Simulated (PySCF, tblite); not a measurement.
**Complex of alane and carbon monoxide**

A gas-phase complex of alane and carbon monoxide; neutral, singlet. The structure comes from a short search (6 tight-binding starts) and was relaxed by PBE0-D3(BJ)/def2-TZVPD; another way of binding may lie lower. Frequencies by PBE0-D3(BJ)/def2-TZVPD show no clear imaginary mode.

```csv
part,name,SMILES,atoms,charge,multiplicity
1,alane,[AlH3],1–4,0,1
2,carbon monoxide,[C-]#[O+],5–6,0,1
```

```xyz
6

Al   -0.171   -0.039   -0.089
H     1.414   -0.088   -0.252
H    -0.986   -1.406    0.001
H    -0.865    1.314    0.392
C    -0.569    0.286   -2.172
O    -0.778    0.455   -3.259
```
Atoms count from 1 in this order.

```csv
contact,kind (by geometry),distance (Å),angle (°)
Al1···C5,bond,2.145,-
```

The parts are joined by the bond Al1–C5, so these are energies of forming such bonds; deforming the relaxed parts to their shape in the adduct costs 1.3 kcal/mol, which the interaction energies leave out.

Interaction energies are complex less parts, with the parts frozen as they stand in it; counterpoise-corrected, in kcal/mol (PySCF). The CCSD(T) estimate is Hartree-Fock/aug-cc-pVQZ, plus the MP2 correlation part extrapolated as X⁻³ from aug-cc-pVTZ and aug-cc-pVQZ, plus CCSD(T) less MP2 in aug-cc-pVDZ; noble-gas cores are frozen. It isn't the exact limit.

(1) Give the interaction energy at each level run.

(2) What holds them together? Decompose the wB97M-D3(BJ)/def2-TZVPD energy: frozen parts, their antisymmetrised product, then relaxation.

The parts were also relaxed and run alone, at the levels used for the complex: shieldings by PBE0/pcSseg-2; core levels by delta-SCF with SCAN, pcX-2 on the ionised atom and pcseg-1 elsewhere, spin-free X2C (2p3/2 is the spin-free 2p value less a third of a first-order spin-orbit splitting).

Values alone: shielding of Al1 (ppm): 277.7; shielding of C5 (ppm): -16.7; Al1 2p3/2 core level (eV): 81.02.

(3) How do these values change when the complex forms?

(4) What are the binding energy from relaxed parts (wB97M-D3(BJ)/def2-TZVPD), and ΔH and ΔG of association at 298.15 K and 1 atm?

Answers

(1) 
| level | interaction | superposition error removed |
| --- | --- | --- |
| Hartree-Fock/aug-cc-pVQZ | -5.29 | - |
| wB97M-D3(BJ)/def2-TZVPD | -11.64 | -0.11 |
| PBE0-D3(BJ)/def2-TZVPD | -15.56 | -0.13 |
| MP2/aug-cc-pVQZ | -12.57 | -0.40 |
| CCSD(T), estimated basis limit | -11.88 | - |

(2) electrostatic -31.1, Pauli repulsion +46.8, orbital relaxation -26.4, dispersion correction -1.1 kcal/mol, which sum to the value before the counterpoise correction; the Pauli term holds the exchange-correlation of the frozen density too. Of the attraction, 53 % is electrostatic, 45 % is orbital relaxation, 2 % is dispersion correction.

(3) 
| property | alone | in the complex | change |
| --- | --- | --- | --- |
| shielding of Al1 (ppm) | 277.7 | 470.5 | +192.8 |
| shielding of C5 (ppm) | -16.7 | -11.5 | +5.2 |
| Al1 2p3/2 core level (eV) | 81.02 | 79.99 | -1.03 |

(4) -10.36 kcal/mol, -8.31 with zero-point energy; ΔH -9.0 and ΔG -0.4 kcal/mol, from harmonic vibrations by PBE0-D3(BJ)/def2-TZVPD with low modes damped.
